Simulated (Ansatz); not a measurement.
# BSiO+ (triplet): wave-function methods side by side, def2-TZVPP

One table from this session's results is given with a row withheld; the runs are named, their logs left out.

Program: Ansatz 0.2.0, Gaussian basis. Level of theory: def2-TZVPP, core rule «outside noble gas», up to 7 orbitals frozen. These are calculated values, not measurements.

Plan: UHF; ROHF; CCSD(T) on UHF.

2 further runs of the same task are left out: 2 set aside as unsound or not needed.

### What is computed

The geometry is a PBE0/def2-TZVP stationary point (not a proven minimum) of the parent state, kept for this charge and spin.

3 atoms, charge 1, spin multiplicity 3.

Atoms are counted from 1 here; the program's logs count them from 0.

Bond lengths: B1–O2 1.292 Å, O2–Si3 1.680 Å. Angles: B1–O2–Si3 180.0°.

Set-up of the first run:

Contents of in.yaml:

```yaml
crystal:
  periodic: [false, false, false]
  atoms:
    - {symbol: B, position_ang: [0.000000, 0.000000, -1.421400]}
    - {symbol: O, position_ang: [0.000000, 0.000000, -0.129200]}
    - {symbol: Si, position_ang: [0.000000, 0.000000, 1.550600]}
basis:
  gaussian: {orbitals: def2-TZVPP}
total_charge: 1
magnetization: {spin_polarized: true, initial_magnetization: 2}
hamiltonian: {xc: hf}
output: {orbitals: {seedname: orbitals}}
```

Launch:

```
ansatz run in.yaml --threads 1 --pin off --events-out ev --progress --plain --max-ram 4096MiB --backend cpu
```

Among the steps run: UHF; ROHF; CCSD(T) on UHF.

One table of the session follows, with a row left open; its other results are not shown here.

```
  method  from UCCSD(T) (kcal/mol)
    ROHF                         ?
     UHF                   +234.70
    UMP2                    +21.79
   UCCSD                    +10.42
UCCSD(T)                         0
```

**Question.** Estimate the row for ROHF.

The run gave: from UCCSD(T) (kcal/mol): +239.76. In the column «from UCCSD(T) (kcal/mol)» it is the highest.
